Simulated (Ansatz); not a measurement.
Compare A (`C/C=C/C(C)C`) with its isomer B (`C/C=C\C(C)C`).

Gas-phase electronic energies from Ansatz, PBE0-D4/def2-TZVP geometries. CBS: MP2 limit from def2 TZ/QZ plus the TZ coupled-cluster correction, frozen cores. Double bonds are as drawn, so ΔE can hold a change between cis and trans. Functionals use def2-TZVPP. B3LYP here is the variant with VWN-RPA as its local correlation; programs differ in this. Each species was taken in one conformer, which may not be the lowest.

Task: Which isomer does CCSD(T)/CBS put lower? Give the gap. (Estimate.)

Result: The calculation gave: A, by 3.2 kJ/mol.

Task: Give E(B) − E(A) in kJ/mol with CCSD(T)/def2-TZVPP, B3LYP-D4, PBE-D4, HF/def2-TZVPP, LDA (SPW92), ωB97M-V, B2PLYP. (An estimate is asked.)

Result: The calculation gave: CCSD(T)/def2-TZVPP 3.3, B3LYP-D4 2.2, PBE-D4 2.6, HF/def2-TZVPP 3.2, LDA (SPW92) 4.7, ωB97M-V 3.7, B2PLYP 2.9. None reverses the order clearly.

Largest T1 diagnostic: 0.009.

Leaving LDA and LC-ωPBE aside and taking each functional with its dispersion term where it has one, the values, not all of them listed here, spread over 2.2 kJ/mol, from BLYP-D4 to B97M-V.
